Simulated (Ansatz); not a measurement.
**GaH, quintet: reading a ladder of total energies**

Geometry: that of the GaH⁻, quartet, kept fixed. The triplet lies 5.7 eV lower here.

```xyz
2

Ga    0.0000    0.0000    0.0000
H     0.0000    0.0000    1.6026
```

Basis aug-cc-pVDZ; Ansatz 0.2.0. Only valence electrons are correlated (noble-gas cores and the filled d shells of p-block atoms frozen), which leaves 4 electrons in 31 orbitals. Prefix R: restricted or restricted open-shell reference. No spin–orbit coupling is included, and no scalar relativity.

Full CI is exact within this basis and frozen core; it isn't the basis-set limit.

RCCSD has a T1 diagnostic of 0.009 and a largest doubles amplitude of 0.04.

Runs differ by some tens of microhartree through their thresholds and, for an open shell, their frozen cores, so steps under 0.03 kcal/mol mean nothing.

Here the R and U totals at CCSDT(Q) differ by 0.94 kcal/mol, a measure of how far such totals hang on the determinant and its frozen core.

```tsv
level	total energy (hartree)
RHF	-1923.540245
RMP2	-1923.551864
RCCSD	-1923.557501
RCCSD(T)	-1923.557649
RCCSDT	-1923.557716
RCCSDT(Q)	-1923.557717
full CI	-1923.557692
```

Question: What is the correlation energy at full CI, and what share of it do RMP2 and RCCSD recover?

Answer: E(corr) = -1923.557692 − (-1923.540245) = -0.017447 hartree = -0.475 eV. RMP2: -0.011619 / -0.017447 = 66.60 %. RCCSD: -0.017256 / -0.017447 = 98.91 %.

Question: By how many kcal/mol does RCCSD(T) miss full CI (1 hartree = 627.509 kcal/mol), and which steps make up the rest?

Answer: -1923.557649 − (-1923.557692) = 0.000043 hartree = 0.03 kcal/mol. Steps: RCCSDT − RCCSD(T) = -0.04, RCCSDT(Q) − RCCSDT = 0.00, full CI − RCCSDT(Q) = 0.02 kcal/mol. That is within 1 kcal/mol of the reference in this basis, which itself misses far more of the correlation at the basis-set limit.
